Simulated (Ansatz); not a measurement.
Input (CCSDT(Q)/cc-pVDZ; Ansatz, a program for electronic structure):

Ansatz 0.2 input:
```yaml
crystal:
  periodic: [false, false, false]
  atoms:
    - {symbol: C, position_ang: [1.22920585, 0.00085341, -0.15671695]}
    - {symbol: C, position_ang: [-0.04880266, 0.40449506, 0.17083011]}
    - {symbol: H, position_ang: [1.41325370, -0.97926113, -0.57905527]}
    - {symbol: H, position_ang: [2.08206548, 0.64641417, -0.00300579]}
    - {symbol: H, position_ang: [-0.16882497, 1.39928578, 0.59095936]}
    - {symbol: C, position_ang: [-1.18599162, -0.35902945, 0.00544872]}
    - {symbol: H, position_ang: [-2.16175138, 0.01405307, 0.28194045]}
    - {symbol: H, position_ang: [-1.13121226, -1.35840598, -0.40821000]}
basis:
  gaussian:
    orbitals: cc-pVDZ
magnetization: {spin_polarized: true, initial_magnetization: 1}
correlation: {method: ccsdt_q, electrons: outside_noble_gas}
```

Output:

```
Functional definition: HF
integrals: 0.09 GiB planned
1276 factors; integrals over basis functions are off by at most 2.4e-7 eV
mean field: 0.22 GiB planned
mean field evaluation 1: about -3167.2294 eV, gradient 1.6e1 eV
mean field evaluation 2: about -3167.3641 eV, gradient 1.6e1 eV
mean field evaluation 4: about -3169.3577 eV, gradient 2.7e0 eV
mean field evaluation 8: about -3169.5491 eV, gradient 2.0e-1 eV
mean field evaluation 16: about -3168.9527 eV, gradient 5.6e0 eV
mean field -3169.54974502 eV, -116.4788047316 hartree, gradient 2.9e-6 eV, S^2 0.952003; 0 other end points of the search recorded, 0 dependent functions left out
3 core orbitals not correlated
reference -3169.54974502 eV, -116.4788047316 hartree; 9, 8 occupied and 55, 56 virtual orbitals, 1276 factors
second order -10.05695277 eV of doubles, -0.00000000 eV of singles
coupled cluster: 3.62 GiB planned
cycle   1  -10.87301908 eV  change   -8.2e-1 eV  update   9.6e-2
cycle   2  -11.52428194 eV  change   -6.5e-1 eV  update   4.5e-2
cycle   3  -11.81377426 eV  change   -2.9e-1 eV  update   3.2e-2
cycle   4  -11.78408275 eV  change    3.0e-2 eV  update   1.7e-2
cycle   5  -11.80782030 eV  change   -2.4e-2 eV  update   6.8e-3
cycle   6  -11.81978137 eV  change   -1.2e-2 eV  update   3.3e-3
cycle   7  -11.81761317 eV  change    2.2e-3 eV  update   1.3e-3
cycle   8  -11.81873499 eV  change   -1.1e-3 eV  update   5.5e-4
cycle   9  -11.81922940 eV  change   -4.9e-4 eV  update   2.0e-4
cycle  10  -11.81897872 eV  change    2.5e-4 eV  update   7.1e-5
cycle  11  -11.81907064 eV  change   -9.2e-5 eV  update   3.0e-5
cycle  12  -11.81911316 eV  change   -4.3e-5 eV  update   1.1e-5
cycle  13  -11.81912979 eV  change   -1.7e-5 eV  update   5.4e-6
cycle  14  -11.81913625 eV  change   -6.5e-6 eV  update   2.3e-6
cycle  15  -11.81913533 eV  change    9.2e-7 eV  update   9.6e-7
cycle  16  -11.81913398 eV  change    1.3e-6 eV  update   4.5e-7
coupled cluster: 3.62 GiB planned
perturbative correction -0.02481035 eV, -0.0009117635 hartree
Total energy: -3181.39368936 eV, -116.9140616578 hartree
```

The determinant is spin-contaminated: <S^2> is 0.95, 0.20 over the pure value.
